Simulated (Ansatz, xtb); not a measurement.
# A geometry optimisation of FH3Si2 with r2SCAN-D4/def2-SVP

The starting geometry of this gas-phase singlet has its atoms placed at random.

```yaml
atoms:
  - { symbol: F, position_ang: [0.0668, 0.5473, -0.5983] }
  - { symbol: Si, position_ang: [-0.1313, -1.8845, 0.8828] }
  - { symbol: Si, position_ang: [0.9077, -1.1103, -1.2860] }
  - { symbol: H, position_ang: [0.3289, 0.5663, -1.8158] }
  - { symbol: H, position_ang: [-0.1766, 1.0632, -0.1137] }
  - { symbol: H, position_ang: [0.0583, 0.0660, 1.0754] }
```

Question: One run relaxed it with r2SCAN-D4/def2-SVP. What is a likely outcome?

Answer: It ends as a structure with H5 bridging Si3 and Si2, given below by its coordinates. Distances that change by over a tenth: Si2–Si3 (2.53 → 2.23 Å). Contacts that open: F1–H5 (0.75 → 2.78 Å). Contacts that close: F1–Si3 (1.98 → 1.63 Å), Si2–H5 (3.11 → 1.72 Å), Si2–H6 (1.97 → 1.53 Å), Si3–H4 (1.85 → 1.50 Å), Si3–H5 (2.70 → 1.71 Å).

The energy falls by 10.53 eV over 39 steps:

```tsv
step	E − E(last) (eV)
1	10.530
5	3.495
9	2.703
14	2.618
18	2.584
22	1.764
26	1.549
31	0.672
35	0.014
39	0.000
```

Final geometry (Å):

```
atom    x (Å)    y (Å)    z (Å)
   F   0.6370   1.5355  -1.0772
  Si   0.3019  -1.2700   0.9368
  Si   0.4822  -0.0782  -0.9344
   H   0.0899  -0.5213  -2.3081
   H  -0.9022  -0.5385  -0.0420
   H   0.4449   0.1205   1.5693
```

From the same start GFN2-xTB ends elsewhere, in pieces: H2Si2 + FH.

From so rough a start the end depends on the optimiser's path, so another program may land elsewhere. The end wasn't checked by frequencies. Run with Ansatz 0.2.0, 30 s on 2 threads of Intel(R) Xeon(R) Platinum 8375C CPU @ 2.90GHz (Ice Lake) (shared host).
